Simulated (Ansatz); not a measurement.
Geometry optimisation, Ansatz 0.2.0, RKS PBE-D4/6-31G*.

Input:

```yaml
crystal:
  periodic: [false, false, false]
  atoms:
    - { symbol: Si, position_ang: [0.218433, -0.04581, 0.110077] }
    - { symbol: Si, position_ang: [0.156472, -0.00531, 2.36726] }
    - { symbol: H, position_ang: [-0.977602, -0.858981, 2.891489] }
    - { symbol: H, position_ang: [1.399059, -0.577786, 2.990173] }
    - { symbol: H, position_ang: [-0.04807, 1.373149, 2.917841] }
    - { symbol: H, position_ang: [1.632304, -0.290348, -0.349414] }
    - { symbol: H, position_ang: [-0.233057, 1.241543, -0.502521] }
    - { symbol: H, position_ang: [-0.603584, -1.179605, -0.431348] }
    - { symbol: F, position_ang: [-2.348658, 0.562393, 1.038189] }
    - { symbol: H, position_ang: [-2.370897, -0.219244, 1.556654] }
basis:
  gaussian: { orbitals: "6-31G*" }
hamiltonian:
  xc: pbe
  dispersion: d4
relax:
  f_tol: 0.03
  max_steps: 50
```

Run as:

```bash
$ ansatz run input.yaml --threads 1 --pin off --max-ram 2048MiB --backend cpu --events-out ev --progress --plain --runs-dir out
```

**Question.** Where does it end, and by what steps?

**Answer.** The forces met the threshold. The force dipped under the threshold on the way, but the program's further checks kept it going. After 13 steps the energy has fallen by 0.093 eV; H10 moved furthest, 0.40 Å.

```tsv
step	energy less start (eV)	largest force component (eV/Å)	accepted
0	0.0000	1.213	yes
1	-0.0815	0.516	yes
2	-0.0854	0.575	yes
3	-0.0892	0.215	yes
4	-0.0894	0.051	yes
5	-0.0918	0.041	yes
6	-0.0926	0.012	yes
7	-0.0925	0.188	no
8	-0.0928	0.028	yes
9	-0.0928	0.131	no
10	-0.0929	0.030	yes
11	-0.0930	0.090	yes
12	-0.0930	0.054	yes
13	-0.0931	0.001	yes
```

```xyz
10
Properties=species:S:1:pos:R:3
Si 0.265 -0.062 0.091
Si 0.213 -0.003 2.444
H -0.805 -0.975 2.976
H 1.541 -0.410 3.019
H -0.124 1.362 2.961
H 1.628 -0.462 -0.401
H -0.079 1.266 -0.508
H -0.705 -1.085 -0.433
F -2.499 0.653 1.194
H -2.612 -0.284 1.247
```

Whether the end is a true minimum wasn't checked by a vibrational analysis.

The run took 24 s on 1 thread of Arm Neoverse V2, with other jobs on the host, peak memory 0.12 GiB.
